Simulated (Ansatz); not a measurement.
The input, for Ansatz 0.2.0:

```yaml
crystal:
  periodic: [false, false, false]
  atoms:
    - {symbol: Ge, position_ang: [0.000034, -0.000003, -0.018730]}
    - {symbol: H, position_ang: [1.465006, 0.016889, 0.452573]}
    - {symbol: H, position_ang: [-0.748285, 1.261093, 0.448403]}
    - {symbol: H, position_ang: [-0.719150, -1.277779, 0.448837]}
basis:
  gaussian: {orbitals: cc-pVDZ}
magnetization: {spin_polarized: false, initial_magnetization: 1}
hamiltonian: {xc: {name: PBE0}}
correlation: {method: bccd, electrons: all}
scf: {omitted_lower_state_checks: [cluster_reference]}
output: {forces: true}
```

```sh
$ ansatz run in.yaml --threads 1 --pin off --events-out ev --progress --plain --max-ram 2393MiB
```

Log:

```
these checks for a lower state are left out or cut short: cluster_reference
455 factors; integrals over basis functions are off by at most 1.0e-3 eV
mean field evaluation 1: about -56557.2321 eV, gradient 6.3e0 eV
mean field evaluation 2: about -56557.2525 eV, gradient 6.2e0 eV
mean field evaluation 4: about -56557.4101 eV, gradient 6.3e-1 eV
mean field evaluation 8: about -56557.4124 eV, gradient 1.2e-3 eV
mean field -56557.41242134 eV, -2078.4465704932 hartree, gradient 1.9e-6 eV, S^2 0.750000; 0 other end points of the search recorded, 0 dependent functions left out
reference -56518.63655478 eV, -2077.0215836803 hartree; 18, 17 occupied and 24, 25 virtual orbitals, 455 factors
second order -3.50729258 eV of doubles, -0.27646035 eV of singles
cycle   1  -4.07187071 eV  change   -2.9e-1 eV  update   5.3e-2
cycle   2  -4.24035398 eV  change   -1.7e-1 eV  update   1.7e-2
cycle   3  -4.26638210 eV  change   -2.6e-2 eV  update   6.3e-3
cycle   4  -4.26716155 eV  change   -7.8e-4 eV  update   2.1e-3
cycle   5  -4.26697344 eV  change    1.9e-4 eV  update   7.8e-4
cycle   6  -4.26672510 eV  change    2.5e-4 eV  update   2.6e-4
cycle   7  -4.26675773 eV  change   -3.3e-5 eV  update   7.7e-5
cycle   8  -4.26677254 eV  change   -1.5e-5 eV  update   2.3e-5
cycle   9  -4.26676973 eV  change    2.8e-6 eV  update   7.8e-6
cycle  10  -4.26677090 eV  change   -1.2e-6 eV  update   2.8e-6
cycle  11  -4.26677142 eV  change   -5.2e-7 eV  update   1.1e-6
the calculation of the forces begins
mean field evaluation 16: about -56518.6332 eV, gradient 1.1e1 eV
Total energy: -56522.90332620 eV, -2077.1783846380 hartree
Atom 0 at     0.000034    -0.000003    -0.018730 Å, force    -0.000015     0.000000     0.002489 eV/Å
Atom 1 at     1.465006     0.016889     0.452573 Å, force     0.001301     0.000015    -0.000825 eV/Å
Atom 2 at    -0.748285     1.261093     0.448403 Å, force    -0.000656     0.001108    -0.000832 eV/Å
Atom 3 at    -0.719150    -1.277779     0.448837 Å, force    -0.000630    -0.001123    -0.000832 eV/Å
Dipole moment:     0.000039    -0.000003    -0.021301 e Å
Checks for a lower state left out: cluster_reference
```

Forces (eV/Å):
```
Ge   0.000  0.000  0.002
H    0.001  0.000 -0.001
H   -0.001  0.001 -0.001
H   -0.001 -0.001 -0.001
```

Ran on 1 thread of Intel Xeon, shared host: 30 s wall, 0.29 GiB peak host memory.
